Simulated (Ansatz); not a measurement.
For anatase TiO₂ (metastable phase), PBE-D4 (Ansatz, a program for electronic structure, plane waves, PAW) gives:

| Property | Value |
|---|---|
| lattice parameter a | 3.783 Å |
| c axis length | 9.603 Å |
| bulk modulus B0 | 175 GPa |
| cohesive energy | 7.08 eV/atom |
| band gap | 2.13 eV |
| enthalpy of formation | -3.162 eV/atom |

Q: What does r²SCAN+rVV10 (Ansatz, PAW) give for the same quantities?

A: 
- lattice constant a: 3.775 Å (shrinks by 0.2 %)
- lattice parameter c: 9.530 Å (drops by 0.8 %)
- bulk modulus: 190 GPa (grows by 8.6 %)
- cohesive energy: 6.91 eV/atom (decreases by 0.17 eV/atom)
- band gap: 2.51 eV (rises by 0.38 eV)
- formation enthalpy: -3.379 eV/atom (moves by -0.217 eV/atom)

For comparison: lattice constant a 3.784 Å (measured, room temperature, no zero-point or thermal correction; as tabulated in Horn, Schwerdtfeger, Meagher, Refinement of the structure of anatase at several …); lattice parameter c 9.514 Å (measured, room temperature, no zero-point or thermal correction; as tabulated in Horn, Schwerdtfeger, Meagher, Refinement of the structure of anatase at several …); band gap 3.42 eV (measured, low temperature, zero-point motion not removed, gap of extended states, from the Urbach tail; as tabulated in Kang and Hybertsen (2010), arXiv:1006.4085); formation enthalpy -3.243 eV/atom (measured, 298 K, not corrected to a static lattice; as tabulated in Friedrich et al. (2018), arXiv:1811.08952).

Changes are worked out from the printed values.

Unless a cell is named, each level is at its own relaxed cell (PBE-D4 11.45, r²SCAN+rVV10 11.32 Å³/atom).

Density-functional gaps are differences of (generalised) Kohn–Sham levels.

Ansatz's density-functional and Hartree–Fock values are scalar-relativistic unless marked +SOC, with PAW data made under PBE.
